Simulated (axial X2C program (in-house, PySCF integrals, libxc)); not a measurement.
## NaN⁺: cheaper levels and CCSD(T), two-component

Computed with an in-house all-electron X2C program for linear molecules (integrals from PySCF). Two-component (2c) means X2C with spin–orbit coupling and atomic mean-field two-electron Coulomb and Gaunt terms. Basis: Na dyall-cv3z [9s8p5d2f], N dyall-av3z [7s7p3d2f] (cores contracted in-house); Gaussian nuclei, density fitting, unrestricted open shells. Masses: Na 22.990 u, N 14.003 u.

State: Ω = 3/2 (⟨Sz⟩ = 1.50, ⟨Lz⟩ = 0.00 at HF); fragments Na+ + N.

```json
{"level": "PBE0", "Re (Å)": "2.651", "ωe (cm⁻¹)": "142.3", "De (eV)": "0.135"}
{"level": "HF", "Re (Å)": "2.691", "ωe (cm⁻¹)": "130.8", "De (eV)": "0.108"}
{"level": "MP2", "Re (Å)": "2.654", "ωe (cm⁻¹)": "139.0", "De (eV)": "0.121"}
{"level": "CCSD", "Re (Å)": "2.659", "ωe (cm⁻¹)": "138.6", "De (eV)": "0.118"}
{"level": "BP86", "Re (Å)": "2.734", "ωe (cm⁻¹)": "121.9", "De (eV)": "0.107"}
```

Correlated methods: 13 electrons correlated (number of frozen shells: Na 1 s; N 1 s), 221 virtual spin orbitals or spinors in MP2, 90 natural virtuals in coupled cluster.

CCSD(T), same Hamiltonian and basis:

Re = 2.656 Å, ωe = 139.4 cm⁻¹, De = 0.11 eV; T1 = 0.004 (Lee–Taylor normalisation).

(1) Give the differences from CCSD(T) in the columns below.

The state is a single determinant with fixed occupations, the lowest that a limited PBE0 search found. Dissociation energies refer to the lowest single-determinant-based atoms at the same level and basis. Density functionals use the spin component along the axis (collinear). Coupled cluster ran in a truncated set of natural virtual spinors; the MP2 energy of the rest was added. (T) has no such correction and the atoms are truncated less, which lowers De at CCSD(T) by a hundredth of an eV or more. With several unpaired electrons one determinant need not be a pure state. This is the top spin component of a Σ state; components of lower Ω are not single determinants and can lie lower. The bond is weak, and without diffuse functions and with truncated virtuals even CCSD(T) can be tens of per cent off in De.

Answers

(1) 

```
level  ΔRe (Å)  Δωe (cm⁻¹)
 PBE0   -0.005         2.9
   HF    0.035        -8.6
  MP2   -0.002        -0.4
 CCSD    0.003        -0.8
 BP86    0.078       -17.5
```
